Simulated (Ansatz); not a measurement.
# Basis-set limit of CH$_{4}$Cl, doublet

| atom | x (Å) | y (Å) | z (Å) |
| --- | --- | --- | --- |
| Cl | -0.8146 | 0.0000 | 0.0000 |
| H | 0.6044 | 0.0000 | 0.0000 |
| C | 1.8804 | 0.0000 | 0.0000 |
| H | 1.8804 | -1.0800 | 0.0000 |
| H | 1.8804 | 0.5400 | 0.9353 |
| H | 1.8804 | 0.5400 | -0.9353 |

Connectivity, by distances: Cl ··· CH3, 1 bridging H.

Ansatz 0.2.0, UHF determinant, valence electrons correlated. Energies in eV.

| set | X | functions | Hartree–Fock | MP2 correlation | CCSD(T) correlation | time |
| --- | --- | --- | --- | --- | --- | --- |
| def2-TZVPP | 3 | 129 | -13595.9067 | -10.3812 | -11.8466 | 2.5 s on 1 × NVIDIA H100 80GB HBM3 with 1 thread of AMD EPYC 7R13 Processor (Zen 3), with other jobs on the host |
| def2-QZVPP | 4 | 247 | -13596.3217 | -11.2370 | -12.6704 | 13 s on 1 × NVIDIA H100 80GB HBM3 with 1 thread of AMD EPYC 7R13 Processor (Zen 3), with other jobs on the host |

Hartree–Fock is taken to follow E(X) = E∞ + A·exp(−7.88·√X), correlation E(X) = E∞ + B·X^−2.97.

Work out the CCSD(T) energy at the limit, and how far the shortcut misses it that extrapolates MP2 and adds CCSD(T) minus MP2 from the smaller set.

Hartree–Fock: E∞ = E4 + 0.1377·(E4 − E3) = -13596.3789. Correlation: E∞ = E4 + 0.7407·(E4 − E3) = -13.2807 for CCSD(T) and -11.8709 for MP2. The limit is -13609.6596 eV, 0.667 eV below def2-QZVPP. The shortcut gives a correlation energy of -11.8709 + (-1.4654) = -13.3363, 56 meV lower than the direct value.

Past Ne part of the Hartree–Fock step between the two sets comes from the cores, which don't follow the formula, so the 57 meV that it adds to the total can overshoot; that part largely cancels in differences.
